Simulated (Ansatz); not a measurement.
# CH₃NSi (SMILES C1N=[SiH]1): one structure at several levels

The atoms stand at a structure displaced at random from a GFN2-xTB minimum. How far do the functionals agree with CCSD(T) there?

Computed with Ansatz 0.2.0, Gaussian basis. Level: single points in def2-TZVPP.

Correlated methods freeze the cores.

### Step 1. The system as given

SMILES `C1N=[SiH]1`, 6 atoms, charge 0, spin multiplicity 1.

Atoms are counted from 1 here; the program's logs count them from 0.

Bond lengths: C1–N2 1.583 Å, C1–Si3 1.831 Å, C1–H4 1.140 Å, C1–H5 1.047 Å, N2–Si3 1.612 Å, Si3–H6 1.490 Å. Angles: N2–C1–Si3 55.8°, N2–C1–H4 114.0°, N2–C1–H5 114.6°, Si3–C1–H4 123.2°, Si3–C1–H5 118.2°, H4–C1–H5 115.7°, C1–N2–Si3 69.9°, C1–Si3–N2 54.3°, C1–Si3–H6 143.3°, N2–Si3–H6 162.3°.

Coordinates:

```mol
CH3NSi
  3D, bonds by distance, orders not assigned

  6  6  0  0  0  0  0  0  0  0999 V2000
    0.3524   -0.3979   -0.5570 C   0  0
   -0.6338   -1.0220    0.5127 N   0  0
   -0.4791    0.5633    0.7615 Si  0  0
   -0.0327   -0.4500   -1.6292 H   0  0
    1.3585   -0.6531   -0.4228 H   0  0
   -0.6550    1.9380    1.3088 H   0  0
  1  2  8  0
  1  3  8  0
  1  4  8  0
  1  5  8  0
  2  3  8  0
  3  6  8  0
M  END
```

### Step 2. CCSD(T)/def2-TZVPP

run/in.yaml reads:

```yaml
crystal:
  periodic: [false, false, false]
  atoms:
    - {symbol: C, position_ang: [0.352400, -0.397900, -0.557000]}
    - {symbol: N, position_ang: [-0.633800, -1.022000, 0.512700]}
    - {symbol: Si, position_ang: [-0.479100, 0.563300, 0.761500]}
    - {symbol: H, position_ang: [-0.032700, -0.450000, -1.629200]}
    - {symbol: H, position_ang: [1.358500, -0.653100, -0.422800]}
    - {symbol: H, position_ang: [-0.655000, 1.938000, 1.308800]}
basis:
  gaussian: {orbitals: def2-TZVPP}
correlation: {method: ccsd_t}
output: {forces: true}
```

No record of the launch command was kept for these runs.

### Step 3. PBE0-D4/def2-TZVPP

Changes to run/in.yaml since step 2:

```diff
@@ -11,3 +11,3 @@
   gaussian: {orbitals: def2-TZVPP}
-correlation: {method: ccsd_t}
-output: {forces: true}
+hamiltonian: {xc: pbe0, dispersion: d4}
+output: {forces: true, orbitals: {seedname: orbitals}}
```

### Step 4. wB97M-V/def2-TZVPP

Changes to run/in.yaml since step 3:

```diff
@@ -11,3 +11,3 @@
   gaussian: {orbitals: def2-TZVPP}
-hamiltonian: {xc: pbe0, dispersion: d4}
-output: {forces: true, orbitals: {seedname: orbitals}}
+hamiltonian: {xc: {name: wB97M-V}}
+output: {forces: true}
```

### Step 5. r2SCAN-D4/def2-TZVPP

Changes to run/in.yaml since step 4:

```diff
@@ -11,3 +11,3 @@
   gaussian: {orbitals: def2-TZVPP}
-hamiltonian: {xc: {name: wB97M-V}}
+hamiltonian: {xc: r2scan, dispersion: d4}
 output: {forces: true}
```

### Step 6. PBE-D4/def2-TZVPP

Changes to run/in.yaml since step 5:

```diff
@@ -11,3 +11,3 @@
   gaussian: {orbitals: def2-TZVPP}
-hamiltonian: {xc: r2scan, dispersion: d4}
+hamiltonian: {xc: pbe, dispersion: d4}
 output: {forces: true}
```

### Step 7. CAM-B3LYP-D4/def2-TZVPP

Changes to run/in.yaml since step 6:

```diff
@@ -11,3 +11,3 @@
   gaussian: {orbitals: def2-TZVPP}
-hamiltonian: {xc: pbe, dispersion: d4}
+hamiltonian: {xc: {name: CAM-B3LYP}, dispersion: d4}
 output: {forces: true}
```

### Step 8. HSE06-D4/def2-TZVPP

Changes to run/in.yaml since step 7:

```diff
@@ -11,3 +11,3 @@
   gaussian: {orbitals: def2-TZVPP}
-hamiltonian: {xc: {name: CAM-B3LYP}, dispersion: d4}
+hamiltonian: {xc: hse06, dispersion: d4}
 output: {forces: true}
```

(Steps that only read results are left out.)

What does the calculation give? Wanted: energy less free atoms, CCSD(T)/def2-TZVPP; RMS force component; RMS force error; HOMO and LUMO, PBE0-D4; T1 diagnostic.

**Answer**, as computed:

| quantity | value |
| --- | --- |
| energy less free atoms, CCSD(T)/def2-TZVPP | -18.906 eV |
| RMS force component | 0.918 to 1.048 eV/Å over the methods |
| RMS force error | PBE0-D4 0.411, wB97M-V 0.448, r2SCAN-D4 0.252, PBE-D4 0.158, CAM-B3LYP-D4 0.538, HSE06-D4 0.401 eV/Å |
| HOMO and LUMO, PBE0-D4 | -6.49 and -1.87 eV |
| T1 diagnostic | 0.024 |

What this shows: Against CCSD(T) the functionals' energies less atoms differ by -1.589 to -0.666 eV, PBE-D4 by -1.589 eV. The reference is not at the basis limit: in triple zeta CCSD(T) underbinds, which counts against methods that bind more; the gaps are no ranking. The forces of PBE-D4 come nearest to CCSD(T), those of CAM-B3LYP-D4 are farthest. Frozen-core CCSD(T) forces in triple zeta carry basis errors of their own, and this is one geometry, so small gaps rank nothing. The restricted Hartree–Fock reference is unstable towards an unrestricted one at one or more of these structures.
